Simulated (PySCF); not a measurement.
# B2 (triplet): spin, charge, geometry and surroundings

One physical setting of the base script is moved in each run, with the edits that it forces.

The runs use PySCF 2.14.0; method and basis as typed in the scripts.

3 further runs of the same task are left out: 3 that didn't finish.

**1. The system as given**

B2 (triplet): 2 atoms, charge 0, spin multiplicity 3.

Bond lengths: B1–B2 1.630 Å.

**2. Base script**

Input file input.py:

```python
from pyscf import gto, dft
from pyscf.geomopt.geometric_solver import optimize

mol = gto.M(
    atom='B 0 0 0; B 0 0 1.63',
    basis='lanl2dz',
    charge=0,
    spin=2,
    verbose=3,
)
mf = dft.UKS(mol, xc='m06l')
mf.kernel()
g = mf.nuc_grad_method()
g.grid_response = True
mol_eq = optimize(g.as_scanner(), maxsteps=30)
print('optimised geometry (angstrom)')
print(mol_eq.tostring('raw'))
print('orbital energies (hartree):', [e[max(0, n-3):n+3].round(4) for e, n in zip(mf.mo_energy, mol.nelec)])
```

The run is started by

```sh
$ python input.py
```

The log of this run is left out.

It gives: at the starting geometry E(SCF) = -49.396696 Eh, ⟨S²⟩ = 2.005, optimised bond 1.644 Å in 3 steps; the optimisation lowers the energy by 0.002 eV.

The triplet is typed in the script; nothing here shows that it is the ground state.

**3. Bond 1.581 Å**

Run 1 changes bond length: 1.63 Å → 1.581 Å.

Input file input.py:

```python
from pyscf import gto, dft
from pyscf.geomopt.geometric_solver import optimize

mol = gto.M(
    atom='B 0 0 0; B 0 0 1.581',
    basis='lanl2dz',
    charge=0,
    spin=2,
    verbose=3,
)
mf = dft.UKS(mol, xc='m06l')
mf.kernel()
g = mf.nuc_grad_method()
g.grid_response = True
mol_eq = optimize(g.as_scanner(), maxsteps=30)
print('optimised geometry (angstrom)')
print(mol_eq.tostring('raw'))
print('orbital energies (hartree):', [e[max(0, n-3):n+3].round(4) for e, n in zip(mf.mo_energy, mol.nelec)])
```

The run is started by

```sh
$ python input.py
```

**4. Bond 1.826 Å**

Run 2 changes bond length: 1.63 Å → 1.826 Å.

input.py, as its differences from that of step 2:

```diff
@@ -4,3 +4,3 @@
 mol = gto.M(
-    atom='B 0 0 0; B 0 0 1.63',
+    atom='B 0 0 0; B 0 0 1.826',
     basis='lanl2dz',
```

**5. PCM, ε = 20.5**

Run 3 changes solvent: none (gas phase) → PCM, ε = 20.5; step after the SCF: optimize → analyze.

Input file input.py:

```python
from pyscf import gto, dft, solvent

mol = gto.M(
    atom='B 0 0 0; B 0 0 1.63',
    basis='lanl2dz',
    charge=0,
    spin=2,
    verbose=3,
)
mf = dft.UKS(mol, xc='m06l')
mf = solvent.PCM(mf)
mf.with_solvent.eps = 20.5
mf.kernel()
mf.analyze()
print('orbital energies (hartree):', [e[max(0, n-3):n+3].round(4) for e, n in zip(mf.mo_energy, mol.nelec)])
```

What does the calculation give? Wanted: for each run, E(SCF); from base; gap, α spin; after the SCF.

The runs gave:

```csv
run,E(SCF) (hartree),from base (eV),"gap, α spin (eV)",after the SCF
base,-49.396696,0,0.97,"bond 1.644 Å, -0.002 eV"
bond 1.581 Å,-49.395145,+0.0422,1.10,"bond 1.644 Å, -0.044 eV"
bond 1.826 Å,-49.388009,+0.2364,0.52,"bond 1.644 Å, -0.239 eV"
"PCM, ε = 20.5",-49.396724,-0.0008,0.98,n/a
```

SCF columns refer to the geometry typed in the script.

Of the runs whose energies can be compared, “bond 1.826 Å” moves the SCF energy most (+0.236 eV). A continuum solvent with ε = 20.5 lowers the energy by 0.001 eV.
